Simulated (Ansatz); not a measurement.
in.yaml

```yaml
crystal:
  periodic: [false, false, false]
  atoms:
    - {symbol: Zr, position_ang: [0.000000, 0.000000, 0.000000]}
    - {symbol: F, position_ang: [0.000000, 0.000000, -2.025600]}
    - {symbol: F, position_ang: [0.000000, 0.000000, 2.025600]}
basis:
  gaussian: {orbitals: def2-SVP}
total_charge: 1
magnetization: {spin_polarized: true, initial_magnetization: 5}
hamiltonian: {xc: {name: wB97M-V}}
output: {orbitals: {seedname: orbitals}}
```

```sh
$ ansatz run in.yaml --threads 1 --pin off --events-out ev --progress --plain --max-ram 4096MiB --backend cpu
```

Log:

```
  # Of w^i u^j: cxij and so on, Table III.
  gx(w, u) = 1 - cx + cx01*u + cx10*w
  gss(w, u) = css00 + css04*u^4 + css10*w + css20*w^2 + css43*w^4*u^3
  gos(w, u) = cos00 + cos10*w + (cos20 + cos21*u)*w^2 + (cos60 + cos61*u)*w^6
      + integral(e_c_pw_mod_opposite_spin*gos(b97_w_opposite, b97_u_opposite)) + vv10(b, c)
582 factors; integrals over basis functions are off by at most 6.6e-4 eV
132 factors; integrals over basis functions are off by at most 7.0e-5 eV
mean field evaluation 1: about -6682.3749 eV, gradient 2.2e1 eV
mean field evaluation 2: about -6683.3398 eV, gradient 1.6e1 eV
mean field evaluation 4: about -6684.1115 eV, gradient 5.5e-1 eV
mean field evaluation 8: about -6684.1579 eV, gradient 1.4e-1 eV
mean field evaluation 16: about -6685.4968 eV, gradient 7.7e0 eV
mean field evaluation 32: about -6687.9982 eV, gradient 5.4e-6 eV
mean field evaluation 64: about -6687.9983 eV, gradient 5.6e-5 eV
mean field evaluation 96: about -6687.9907 eV, gradient 5.2e-2 eV
mean field -6687.99827824 eV, -245.7794034372 hartree, gradient 7.1e-6 eV, S^2 8.753689; 7 other end points of the search recorded, 0 dependent functions left out
reference -6687.99834617 eV, -245.7794059337 hartree; 17, 12 occupied and 42, 47 virtual orbitals, 582 factors
Total energy: -6687.99834617 eV, -245.7794059337 hartree
```

Ran on 1 thread of AMD EPYC 7R13, shared host: 3.6 min wall, 0.37 GiB peak host memory.
